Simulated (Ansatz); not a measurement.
# H7NSi: the cost of one run

All numbers below are computed with Ansatz 0.2.0 (RKS B3LYP-D4/def2-mTZVP).

**1. The structure to begin with**

Bond lengths: Si1–H3 1.460 Å, Si1–H4 1.459 Å, Si1–H5 1.459 Å, Si1–N6 2.120 Å, N6–H7 1.060 Å, N6–H8 1.060 Å. Angles: H3–Si1–H4 109.5°, H3–Si1–H5 109.5°, H3–Si1–N6 178.9°, H4–Si1–H5 109.5°, H4–Si1–N6 70.0°, H5–Si1–N6 70.0°, Si1–N6–H7 120.0°, Si1–N6–H8 120.0°, H7–N6–H8 120.0°.

Coordinates:

```xyz
9

Si    0.0000    0.0000    0.0000
H     0.0000    0.0000    1.8100
H     1.3768    0.0000   -0.4862
H    -0.6877    1.1914   -0.4862
H    -0.6877   -1.1914   -0.4862
N    -2.0118    0.0000    0.6685
H    -2.7319   -0.6071    0.1822
H    -2.2977    0.6071    1.4890
H    -0.9927    0.0000    1.7642
```

**2. A restrained relaxation towards end A**

Springs on the bonds that form and break draw the guess towards this end; the thresholds are loose.

The input, input.yaml:

```yaml
crystal:
  periodic: [false, false, false]
  atoms:
    - { symbol: Si, position_ang: [0.0, 0.0, 0.0] }
    - { symbol: H, position_ang: [0.0, 0.0, 1.81] }
    - { symbol: H, position_ang: [1.3768, 0.0, -0.4862] }
    - { symbol: H, position_ang: [-0.6877, 1.1914, -0.4862] }
    - { symbol: H, position_ang: [-0.6877, -1.1914, -0.4862] }
    - { symbol: "N", position_ang: [-2.0118, 0.0, 0.6685] }
    - { symbol: H, position_ang: [-2.7319, -0.6071, 0.1822] }
    - { symbol: H, position_ang: [-2.2977, 0.6071, 1.489] }
    - { symbol: H, position_ang: [-0.9927, 0.0, 1.7642] }
basis:
  gaussian: { orbitals: def2-mTZVP }
hamiltonian:
  xc: b3lyp
  dispersion: d4
relax:
  f_tol: 0.15
  max_steps: 25
  restrain:
    - { distance: [0, 5], at: 3.02, k: 30.0 }
    - { distance: [8, 1], at: 1.86, k: 30.0 }
    - { distance: [0, 1], at: 1.46, k: 30.0 }
    - { distance: [8, 5], at: 1.06, k: 30.0 }
```

Command:

```sh
ansatz run input.yaml --threads 1 --pin off --max-ram 2048MiB --backend cpu --events-out ev --progress --plain --runs-dir out
```

What time and memory should one allow on 1 thread of Intel Xeon Platinum 8175M at 2.50GHz (Skylake/Cascade Lake), shared host?

About 25 s, with a peak of 0.13 GiB.
